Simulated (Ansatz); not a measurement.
# CHNS: a ladder of functionals and wavefunction methods

An exercise on one series of results from a longer session: the logs are not shown, and one member is left open.

Program: Ansatz 0.2.0, Gaussian basis. Level of theory: functionals in def2-TZVPP, the program's frozen cores in correlated methods. These are calculated values, not measurements.

Levels to be run: LDA (SPW92), PBE-D4, revPBE-D4, BLYP-D4, r2SCAN-D4, B97M-V, PBE0-D4, B3LYP-D4, r2SCANh-D4, r2SCAN0-D4, HSE06-D4, BHLYP-D4, CAM-B3LYP-D4, LC-ωPBE, ωB97X-V, ωB97M-V, B2PLYP, PBE-QIDH; CCSD(T)/def2-SVP; CCSD(T)/def2-TZVPP; CCSD(T)/def2-QZVPP; extrapolation to the limit; RPA on PBE.

## The geometry

The geometry comes from an earlier relaxation with PBE0-D4 in a triple-zeta def2 set; it is a stationary point.

SMILES `N=C=S`, 4 atoms, charge 0, spin multiplicity 1.

Atoms are counted from 1 here; the program's logs count them from 0.

Bond lengths: N1–C2 1.197 Å, N1–H4 1.004 Å, C2–S3 1.563 Å. Angles: C2–N1–H4 132.5°, N1–C2–S3 174.4°.

Geometry (Å):

```xyz
4
CHNS
N    -0.25215    0.63619   -0.47210
C     0.30680   -0.20489    0.17128
S     1.16654   -1.23476    0.97404
H    -1.22119    0.80346   -0.67322
```

The first run:

Contents of in.yaml:

```yaml
crystal:
  periodic: [false, false, false]
  atoms:
    - {symbol: N, position_ang: [-0.252146, 0.636187, -0.472101]}
    - {symbol: C, position_ang: [0.306796, -0.204888, 0.171285]}
    - {symbol: S, position_ang: [1.166543, -1.234764, 0.974044]}
    - {symbol: H, position_ang: [-1.221193, 0.803455, -0.673219]}
basis:
  gaussian: {orbitals: def2-TZVPP}
hamiltonian: {xc: lda}
output: {orbitals: {seedname: orbitals}}
```

On the command line:

```bash
> ansatz run in.yaml --threads 2 --pin off --events-out ev --progress --plain --max-ram 32768MiB --backend cpu
```

Among the steps run: LDA; PBE-D4 (GGA); revPBE-D4 (GGA); BLYP-D4 (GGA); r2SCAN-D4 (meta-GGA); B97M-V (meta-GGA); PBE0-D4 (hybrid); B3LYP-D4 (hybrid); r2SCANh-D4 (hybrid); r2SCAN0-D4 (hybrid); HSE06-D4 (hybrid); BHLYP-D4 (hybrid); CAM-B3LYP-D4 (range-separated); LC-ωPBE (range-separated); ωB97X-V (range-separated); ωB97M-V (range-separated); B2PLYP (double hybrid); PBE-QIDH (double hybrid).

One table of the session follows, with a row left open; its other results are not shown here.

It belongs to the step «Orbital energies across the functionals». 

| functional | HOMO (eV) | gap (eV) |
| --- | --- | --- |
| LDA (SPW92) | -6.57 | 4.41 |
| PBE-D4 | -6.41 | 4.43 |
| revPBE-D4 | -6.36 | 4.44 |
| BLYP-D4 | -6.24 | 4.37 |
| r2SCAN-D4 | ? | ? |
| B97M-V | -6.67 | 4.94 |
| PBE0-D4 | -7.57 | 6.48 |
| B3LYP-D4 | -7.33 | 6.01 |
| r2SCANh-D4 | -7.10 | 5.64 |
| r2SCAN0-D4 | -7.75 | 6.78 |
| HSE06-D4 | -7.17 | 5.71 |
| BHLYP-D4 | -8.57 | 8.50 |
| CAM-B3LYP-D4 | -8.81 | 8.84 |
| LC-ωPBE | -10.14 | 11.29 |
| ωB97X-V | -9.79 | 10.89 |
| ωB97M-V | -9.62 | 10.68 |

**Question.** Estimate the row for r2SCAN-D4.

Worked estimate for «HOMO (eV)». Against the share of exact exchange, r2SCANh-D4 (0.1, -7.10), r2SCAN0-D4 (0.25, -7.75) give a slope of -4.33 per unit share; at 0 the line stands at -6.67.

**Answer.** HOMO (eV): -6.67; gap (eV): 4.87. In «HOMO (eV)» the line misses by 0.00.
